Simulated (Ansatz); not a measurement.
in.yaml

```yaml
crystal:
  periodic: [false, false, false]
  atoms:
    - {symbol: Ge, position_ang: [0.000000, 0.000000, 0.000000]}
    - {symbol: Na, position_ang: [0.000000, 0.000000, 2.818200]}
basis:
  gaussian: {orbitals: aug-cc-pVDZ, fitting: {mean_field: def2-universal-jkfit}}
total_charge: -1
magnetization: {spin_polarized: true, initial_magnetization: 0}
correlation: {method: mp2, electrons: outside_noble_gas}
scf: {lower_state_search: off}
output: {forces: true}
```

```sh
$ ansatz run in.yaml --threads 1 --pin off --events-out ev --progress --plain --max-ram 2393MiB
```

Problem. Roughly how long does this take on 1 thread of Intel Xeon Platinum 8488C, shared host, and how much host memory?

Solution. 4.4 s wall and 0.12 GiB.

```
these checks for a lower state are left out or cut short: starts, cluster_reference, orbital_swaps, neighbouring_geometries, increment
378 factors; integrals over basis functions are off by at most 3.2e-1 eV
mean field evaluation 1: about -60861.6646 eV, gradient 1.8e1 eV
mean field evaluation 2: about -60866.8031 eV, gradient 2.5e1 eV
mean field evaluation 4: about -60874.6483 eV, gradient 4.2e0 eV
mean field evaluation 8: about -60875.0461 eV, gradient 1.8e-5 eV
mean field evaluation 16: about -60875.0461 eV, gradient 4.3e-5 eV
mean field evaluation 32: about -60876.8016 eV, gradient 6.3e-1 eV
mean field -60876.80978172 eV, -2237.1814956944 hartree, gradient 2.3e-6 eV, S^2 1.944835; 3 other end points of the search recorded, 0 dependent functions left out
19 core orbitals not correlated: weight in the atoms' cores, before any rotation towards them, 1.000 or more for the frozen orbitals, at most 0.000 for the correlated occupied ones
reference -60876.80978172 eV, -2237.1814956944 hartree; 3, 3 occupied and 41, 41 virtual orbitals, 378 factors
second order -1.45020850 eV of doubles, -0.00000000 eV of singles
the calculation of the forces begins
Total energy: -60878.25999021 eV, -2237.2347898736 hartree
Atom 0 at     0.000000     0.000000     0.000000 Å, force     0.000000     0.000000    -0.497673 eV/Å
Atom 1 at     0.000000     0.000000     2.818200 Å, force    -0.000000    -0.000000     0.497673 eV/Å
Dipole moment:    -0.108737    -0.112674    -0.936949 e Å
Checks for a lower state left out: starts, cluster_reference, orbital_swaps, neighbouring_geometries, increment
```

Forces (eV/Å):
```
Ge   0.000  0.000 -0.498
Na   0.000  0.000  0.498
```
